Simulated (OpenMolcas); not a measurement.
# One shape, several levels: SiH2Cl− (SMILES [SiH2-]Cl)

We compute a comparison of 6 runs (UHF/STO-3G, PBE/STO-3G, UB3LYP/STO-3G, UPBE/STO-3G, MP2/STO-3G, CISD/STO-3G) of SiH2Cl−. 

Program for the calculation: OpenMolcas 26.06.

2 further runs of the same task are left out: 1 that didn't finish, 1 set aside as unsound or not needed.

**1. The structure to begin with**

SiH2Cl− has 4 atoms, charge -1, and is taken as a singlet. SMILES: `[SiH2-]Cl`. The Si1–Cl2 distance was set to 4.007 Å, away from the relaxed value. At this shape a bond of the SMILES string is far longer than usual.

Bond lengths: Si1–H3 1.492 Å, Si1–H4 1.493 Å. Angles: H3–Si1–H4 98.8°.

**2. The energy at UHF/STO-3G (run 1)**

struct.xyz reads:

```xyz
4

Si    -2.107921     0.846520    -0.136545
Cl     1.672110    -0.122480     0.774530
H     -2.591101    -0.562290    -0.225085
H     -1.833191     1.084130    -1.584295
```

run.input reads:

```
* ClH2Si Hartree-Fock
&GATEWAY
BasLib=$CurrDir
Coord=struct.xyz
Basis=STO-3G
Group=NoSym
&SEWARD
&SCF
UHF
Charge=-1
Thresholds=1e-10 1e-07 1e-07 1e-05
Scramble=0.25
PrOrbitals=1 1
```

The basis set STO-3G is read from a file made from the Basis Set Exchange's data (not shown).

Started as:

```console
$ export MOLCAS_MEM=1860
$ pymolcas run.input > run.log
```

What it wrote:

```text
--- Start Module: gateway ---
[...]
--- Stop Module: gateway /rc=_RC_ALL_IS_WELL_ ---
--- Start Module: seward ---
[...]
      Basis functions           20
--- Stop Module: seward /rc=_RC_ALL_IS_WELL_ ---
--- Start Module: scf ---
[...]
       Convergence after  21 Iterations
[...]
::    Total SCF energy                               -741.1547601530
[...]
      Total spin, S                                     0.1442455822
[...]
      Total electronic charge=   34.000000
      Total            charge=   -1.000000
[...]
      Dipole Moment (debye):
      Origin of the operator (angstrom)=   -0.0764    0.3067    0.3301
                   X= -7.7970E+00               Y=  1.9623E+00               Z= -1.9216E+00           Total=  8.2666E+00
      Center of Charge (angstrom)
[...]
--- Stop Module: scf /rc=_RC_ALL_IS_WELL_ ---
[...]
```

It took 3.3 s on 1 thread of Intel Xeon Platinum 8488C (Sapphire Rapids), shared host; peak memory 0.37 GiB.

**3. The energy at PBE/STO-3G (run 2)**

struct.xyz is that of step 2.

run.input reads:

```
&gateway
  baslib
  $CurrDir
  coord
  struct.xyz
  basis
  STO-3G
  group
  NoSym

&seward
  gridinput
  Grid=UltraFine
  End of Grid

&scf
  charge
  -1
  ksdft
  PBE
  thresholds
  1e-10 1e-07 1e-07 1e-05
  prorbitals
  1 1
```

The basis set STO-3G is read from a file made from the Basis Set Exchange's data (not shown).

Started as:

```console
$ export MOLCAS_MEM=1860
$ pymolcas run.input > run.log
```

What it wrote:

```text
--- Start Module: gateway ---
[...]
--- Stop Module: gateway /rc=_RC_ALL_IS_WELL_ ---
--- Start Module: seward ---
[...]
      Basis functions           20
--- Stop Module: seward /rc=_RC_ALL_IS_WELL_ ---
--- Start Module: scf ---
[...]
       Convergence after  20 Iterations
[...]
::    Total KS-DFT energy                            -741.9658568617
[...]
      Total spin, S                                     0.0000000000
[...]
      Total electronic charge=   34.000000
      Total            charge=   -1.000000
[...]
      Dipole Moment (debye):
      Origin of the operator (angstrom)=   -0.0764    0.3067    0.3301
                   X= -3.9901E+00               Y=  9.6118E-01               Z= -1.0345E+00           Total=  4.2326E+00
      Center of Charge (angstrom)
[...]
--- Stop Module: scf /rc=_RC_ALL_IS_WELL_ ---
[...]
```

It took 5.4 s on 1 thread of Intel Xeon Platinum 8488C (Sapphire Rapids), shared host; peak memory 0.37 GiB.

Runs 3 to 5 aren't shown in full; the table further down has their settings and results.

**4. A single-point energy at CISD/STO-3G (run 6)**

struct.xyz is that of step 3.

run.input reads:

```
&gateway
  baslib
  $CurrDir
  coord
  struct.xyz
  basis
  STO-3G
  group
  NoSym

&seward

&scf
  charge
  -1
  thresholds
  1e-10 1e-07 1e-07 1e-05
  prorbitals
  1 1

&motra
  frozen
  10

&guga
  electrons
  14
  spin
  1
  inactive
  7
  active
  0
  ciall
  1

&cpf
  sdci
```

The basis set STO-3G is read from a file made from the Basis Set Exchange's data (not shown).

Started as:

```console
$ export MOLCAS_MEM=1860
$ pymolcas run.input > run.log
```

What it wrote:

```text
--- Start Module: gateway ---
[...]
--- Stop Module: gateway /rc=_RC_ALL_IS_WELL_ ---
[...]
      Basis functions           20
[...]
       Convergence after  13 Iterations
[...]
::    Total SCF energy                               -741.1540820594
[...]
      Total spin, S                                     0.0000000000
[...]
      *** WARNING: Default frozen orbitals is overwritten by user input.
      *** Default values:   7
[...]
--- Start Module: guga ---
[...]
--- Stop Module: guga /rc=_RC_ALL_IS_WELL_ ---
--- Start Module: cpf ---
[...]
      Active orbitals                            0       0
[...]
      Spin quantum number                      0.0
[...]
     FINAL CI ENERGY          -741.20363769
     FINAL CORRELATION ENERGY   -0.04955563  REFERENCE ENERGY    -741.15408206
[...]
     REL. CI ENERGY           -741.20363769
[...]
      Total electronic charge=   34.000000
      Total            charge=   -1.000000
[...]
      Dipole Moment (debye):
      Origin of the operator (angstrom)=   -0.0764    0.3067    0.3301
                   X= -7.7977E+00               Y=  1.9020E+00               Z= -1.9953E+00           Total=  8.2706E+00
      Quadrupole Moment (debye*angstrom):
[...]
--- Stop Module: cpf /rc=_RC_ALL_IS_WELL_ ---
[...]
```

Wall time 2.4 s (1 thread of Intel Xeon Platinum 8488C (Sapphire Rapids), shared host); peak memory 0.37 GiB.

**5. Overview of the runs**

```
run          level  scramble  integration grid  energy (Eh)  HOMO energy (eV)  LUMO energy (eV)  HOMO–LUMO gap (eV)  wall time
  1     UHF/STO-3G      0.25                 –  -741.154760              1.34              9.91                8.57      3.3 s
  2     PBE/STO-3G         –         UltraFine  -741.965857              4.87              5.29                0.42      5.4 s
  3  UB3LYP/STO-3G      0.25         UltraFine  -742.342881              4.14              5.72                1.58      9.9 s
  4    UPBE/STO-3G      0.25         UltraFine  -741.965857              4.87              5.29                0.42       10 s
  5     MP2/STO-3G         –                 –  -741.186320              1.32              9.74                8.43      2.1 s
  6    CISD/STO-3G         –                 –  -741.203638              1.32              9.74                8.43      2.4 s
```

**6. Outcome**

| quantity | value |
| --- | --- |
| run 6: total energy | -741.20364 Eh |
| run 6: HOMO energy (Hartree–Fock orbitals) | 1.32 eV |
| run 6: LUMO energy (Hartree–Fock orbitals) | 9.74 eV |
| run 6: HOMO–LUMO gap (to an unbound level, set by the basis) | 8.43 eV |
| run 6: correlation energy (10 core orbitals frozen) | -49.6 mEh |

**Reading.** Below the UHF energy at the same shape and in the same basis (STO-3G): MP2 -31.6 mEh; CISD -48.9 mEh. Some of these start from another determinant than that one, so these aren't their correlation energies. Over runs 1, 2, 3, 4 the HOMO–LUMO gap runs from 0.42 eV (UPBE/STO-3G) to 8.57 eV (UHF/STO-3G). The empty levels of an anion lie above zero and hang on the basis. Totals of different functionals can't be ranked against each other. In runs 1, 2, 3, 4, 5, 6 the HOMO lies above zero, so the outermost electron may be held by the basis alone. In runs 1, 2, 3, 4, 5, 6 the basis is minimal, so the values are rough. Spin contamination of the reference: run 1 ⟨S²⟩ = 0.17. All runs together took 33 s, the longest 10 s.
